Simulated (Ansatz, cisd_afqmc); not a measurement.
System: C$_{2}$H$_{6}$S, charge 0, singlet. C2H6S (methylsulfanylmethane, SMILES CSC).
B3LYP-D3(BJ)/def2-TZVP minimum from Ansatz (a first-principles code):
```
S
C 1 1.8112
H 2 1.0891 1 107.16
H 2 1.0906 3 108.89 1 -120.22
H 2 1.0906 3 108.89 4 -119.56
C 1 1.8112 2 99.32 3 -180.00
H 6 1.0891 1 107.16 2 180.00
H 6 1.0906 7 108.89 1 120.22
H 6 1.0906 7 108.89 8 119.56
```
Charge 0, spin multiplicity 1.

Total energies in cc-pV(D+d)Z, 20 correlated electrons, 7 frozen orbitals. UHF or UKS for unpaired electrons; spin-orbit terms are left out. Correlated methods leave the cores frozen. No relativity. AFQMC is phaseless with a CISD trial state; ± is one standard error, without the phaseless bias. Outlying blocks are dropped, and bars are widened where a walk drifts. Over all cases where full CI ran beside it in this data, AFQMC minus full CI had a median of +0.1 mEh and passed +0.4 mEh in a tenth of the cases.

| method | program | energy (Eh) | minus CCSDT(Q) (mEh) |
|---|---|---|---|
| HF | Ansatz | -476.76282 | 494.44 |
| MP2 | Ansatz | -477.19376 | 63.50 |
| CCSD | Ansatz | -477.24175 | 15.51 |
| CCSD(T) | Ansatz | -477.25546 | 1.80 |
| CCSDT(Q) | Ansatz | -477.25726 | 0.00 |
| AFQMC/CISD | cisd_afqmc | -477.2568 ± 0.0004 | 0.5 ± 0.4 |

Rough core times of Ansatz's runs on a shared machine: CCSD(T) under 20 s, CCSDT(Q) 4 min.
